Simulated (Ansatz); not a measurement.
**Volumes and bulk moduli along the alkaline-earth metals**

These are results of Ansatz, DFT, BLYP, plane waves (420 eV) with PAW, scalar-relativistic, not measurements. The PAW files were generated under PBE, with cores re-solved for the functional.

Each structure is relaxed within its symmetry, in the lowest magnetic state of the tried starts. B₀ comes from uniform scaling at fixed shape; a dash is a value not given.

```tsv
element	structure	V (Å³/atom)	B₀ (GPa)	magnetic state
Be	hcp	7.93	121	spin not included
Mg	hcp	23.42	31	spin not included
Ca	fcc	42.55	16	spin not included
Sr	fcc	56.32	11	spin not included
Ba	bcc	66.44	8	spin not included
```
